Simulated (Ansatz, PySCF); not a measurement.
Molecule: sulfane, H$_{2}$S, charge 0, multiplicity 1. 
Structure (B3LYP-D3(BJ)/def2-TZVP (Ansatz, a program for electronic structure) minimum search):
```xyz
3

S      0.0018     0.0003     0.1031
H     -0.0075     0.9678    -0.8277
H     -0.0219    -0.9726    -0.8218
```
Charge 0, spin multiplicity 1.


Quantity: enthalpy of formation at 298 K (from the atomisation energy, B3LYP-D3(BJ)/def2-TZVP harmonic zero-point and thermal terms from PySCF, and the atoms' enthalpies of formation in the G2/97 table; no spin-orbit terms, and no core term in the frozen-core levels), in kcal/mol. Valence correlation only, unless marked. Open shells are spin-unrestricted. No spin-orbit coupling. No relativistic terms. The coupled-cluster limit lacks core correlation, which all-electron functionals hold. CBS(X,Y): correlation extrapolated as X^-3; Hartree-Fock from the larger set (for Q and 5 zeta extrapolated as (X+1)exp(-9√X)). The bracket is a focal-point correction in the basis named.

Measured: -4.9 kcal/mol (G2/97 table in ASE (Curtiss et al.)); it holds spin-orbit and relativistic effects, which these rows lack, and core correlation, which the frozen-core levels lack. This is an older compilation, not checked against later work.

```csv
level,program,enthalpy of formation at 298 K (kcal/mol),error against measurement
BLYP-D3(BJ)/def2-TZVPD,Ansatz + dftd3,-3.9,1.0
TPSS-D3(BJ)/def2-TZVPD,PySCF + dftd3,-7.6,-2.7
PBE0-D4/def2-TZVPD,Ansatz + dftd4,-2.3,2.6
TPSSh-D3(BJ)/def2-TZVPD,PySCF + dftd3,-7.0,-2.1
MN15/def2-TZVPD,PySCF,-6.4,-1.5
CAM-B3LYP-D4/def2-TZVPD,Ansatz + dftd4,-4.2,0.7
MP2/STO-3G,Ansatz,4.0,8.9
"MP2/CBS(aug-cc-pV(T+d)Z,aug-cc-pV(Q+d)Z)",Ansatz,-3.9,1.0
"RI-MP2/CBS(cc-pV(T+d)Z,cc-pV(Q+d)Z)",Ansatz,-3.8,1.1
CCSD/def2-TZVPP,Ansatz,1.0,5.9
CCSD/cc-pV(Q+d)Z,Ansatz,-1.8,3.1
"CCSD/CBS(aug-cc-pV(T+d)Z,aug-cc-pV(Q+d)Z)",Ansatz,-3.7,1.2
CCSD(T)/cc-pwCVTZ,Ansatz,-1.0,3.9
"RI-MP2/CBS(def2-TZVPPD,def2-QZVPPD)+[CCSD(T)-MP2]/def2-TZVPPD",Ansatz,-6.2,-1.3
"CCSD(T)/CBS(cc-pV(Q+d)Z,cc-pV(5+d)Z)",Ansatz,-5.9,-1.0
```
